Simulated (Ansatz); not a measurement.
## Which is lower?

Two relaxed structures of CH₃AlCl, doublet (PBE0-D4/def2-TZVP; forces vanish, vibrations not checked).

A:

```json
{"atom": "Al1", "x (Å)": "-1.0124", "y (Å)": "-0.2181", "z (Å)": "-1.0365"}
{"atom": "C2", "x (Å)": "0.4085", "y (Å)": "-0.1074", "z (Å)": "0.3437"}
{"atom": "Cl3", "x (Å)": "1.2761", "y (Å)": "-1.6551", "z (Å)": "0.5800"}
{"atom": "H4", "x (Å)": "-1.8207", "y (Å)": "1.1508", "z (Å)": "-1.2795"}
{"atom": "H5", "x (Å)": "1.1554", "y (Å)": "0.6466", "z (Å)": "0.0795"}
{"atom": "H6", "x (Å)": "-0.0069", "y (Å)": "0.1833", "z (Å)": "1.3128"}
```

B:

Al1  (-0.854, -0.308, -1.012)
C2  (0.662, -0.109, 0.163)
Cl3  (1.598, -1.445, 0.668)
H4  (-1.644, 1.007, -1.409)
H5  (1.050, 0.812, 0.592)
H6  (-1.238, -1.755, -1.519)
(Å)

Computed with Ansatz 0.2.0 (basis: def2-TZVPP); correlated methods freeze the cores; orbitals are unrestricted. B3LYP uses VWN-RPA correlation.

Question: Which structure is lower at CCSD(T), and by how much? (To be estimated.)

Answer: By the calculation: A, by 0.284 eV (electronic energy, against the other). By their contacts, A is CH₃AlCl ([AlH][CH2][Cl]) and B is CH₃AlCl ([AlH2][CH][Cl]).

All methods give the same order:

| method | E(B) − E(A) (eV) |
| --- | --- |
| PBE-D4 | 0.362 |
| r2SCAN-D4 | 0.250 |
| PBE0-D4 | 0.362 |
| B3LYP-D4 | 0.256 |
| wB97M-V | 0.232 |
| HF | 0.146 |
| MP2 | 0.435 |
| CCSD | 0.262 |
| CCSD(T) | 0.284 |

T1 diagnostic: at most 0.018. ⟨S²⟩ of the unrestricted Hartree–Fock references: 0.75 to 0.76 (a pure state has 0.75).

Labels in which every atom is bracketed show which atoms are joined, not bond orders.

For scale, one of the runs: CCSD(T)/def2-TZVPP, 157 basis functions, launched by `ansatz run in.yaml --threads 2 --pin off --events-out ev --progress --plain --max-ram 4352MiB`. Hardware: 2 CPU threads of an Arm Neoverse V2, shared host. Wall time 40 s; peak host memory 2.4 GiB.
